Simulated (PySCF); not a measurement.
## Calculated NMR parameters of C[C@@H](F)OC=O

- Formula: C3H5FO2
- SMILES: C[C@@H](F)OC=O
- InChI: InChI=1S/C3H5FO2/c1-3(4)6-2-5/h2-3H,1H3/t3-/m0/s1
- Point group of the computed structure: C1
- Degrees of unsaturation: 1
- Carbon signals: 3
- Proton signals: 3

Structure with atom numbers: `[CH3:1][C@@H:2]([F:3])[O:4][CH:5]=[O:6]` (H(Xn): hydrogen on atom n).

[PySCF 2.14.0 with density-fitted response routines: B3LYP/pcJ-1 coupling constants (spin–dipole term only in couplings to heteroatoms); geometry from PBE0-D3(BJ)/def2-SVP; shielding tensors at PBE/pcSseg-2 (GIAO); non-relativistic; no solvent; a single conformation; fast rotation and ring inversion assumed for equivalent nuclei]

Scale: $^{1}$H (σ = 31.18 ppm) and $^{13}$C (σ = 179.39 ppm) vs TMS; CFCl3 for $^{19}$F (σ = 142.93 ppm); H2O for $^{17}$O (σ = 327.88 ppm) (reference shieldings calculated alike).

```tsv
carbon	δC, type	δH (multiplicity, J in Hz)	HMBC from (abs. J ≥ 3 Hz)	span of the C tensor (ppm)
C1	21.2, CH3	1.35 (dd, 20.0, 6.0)	H(C2)	41
C2	105.9, CH	7.04 (dqd, 61.4, 6.0, 1.3)	H(C5), H(C1)	75
C5	163.3, CH	8.16 (dd, 1.6, 1.3)	H(C2)	163
```

Other nuclei:
```csv
atoms,nucleus,environment,δ (ppm),σ (ppm)
F3,$^{19}$F,fluorine on an sp3 carbon,-157.1,300.1
O6,$^{17}$O,ester carbonyl oxygen,434.3,-106.5
O4,$^{17}$O,ester alkoxy oxygen,282.1,45.7
```

Selected couplings (Hz, signed; the shortest-range and largest first, 30 at most; isotopes $^{13}$C, $^{19}$F, $^{1}$H): $^{1}J$(C2,F3) -285.0, $^{1}J$(C5,H(C5)) 238.2, $^{1}J$(C2,H(C2)) 180.5, $^{1}J$(C1,H(C1)) 135.3, $^{1}J$(C1,C2) 50.0, $^{2}J$(F3,H(C2)) 61.4, $^{2}J$(C1,F3) 24.1, $^{2}J$(C2,C5) -2.7, $^{3}J$(F3,H(C1)) 20.0, $^{3}J$(H(C1),H(C2)) 6.0, $^{3}J$(C1,C5) 3.6, $^{3}J$(F3,C5) -3.0, $^{4}J$(F3,H(C5)) 1.6, $^{4}J$(H(C2),H(C5)) -1.3.

Carbon types of the structure: 2 × CH, 1 × CH3, which accounts for all hydrogens. δC 163.3: ester carbonyl carbon; it is a carbonyl in resonance with an O or N lone pair, the region of acids, esters and amides. δC 105.9: sp3 CH bonded to F and O; 2 electronegative neighbours deshield it. δC 21.2: methyl carbon; saturated and bonded to C and H only. δH 7.04: hydrogen on an sp3 CH bonded to F and O; its carbon carries F and O, which withdraws density. δH 1.35: hydrogen on a methyl carbon. The protons at 1.35 and 7.04 share a coupling of 6.0 Hz (vicinal).

Common functionals overestimate the size of one-bond C–F couplings by tens of Hz; these are unscaled. Multiplet labels drop couplings under 1 Hz and merge nearly equal ones. Unscaled 3J(H,H) at this level run about 10 % above measured values. Shifts are as computed, not scaled to solution data. Of 1211 compounds with measured shifts, 218 miss one by over three times the rms of a fit or turn the order of signals round; such compounds aren't used in these exercises. Unscaled 19F shifts against computed CFCl3 carry errors that often reach 10 to 50 ppm. Unscaled 17O shifts of doubly bonded oxygen tend to come out too high, by tens of ppm or more. Experimental scales use liquid or dissolved standards, which lie at an offset from isolated H2O (liquid H2O: subtract about 36 ppm).
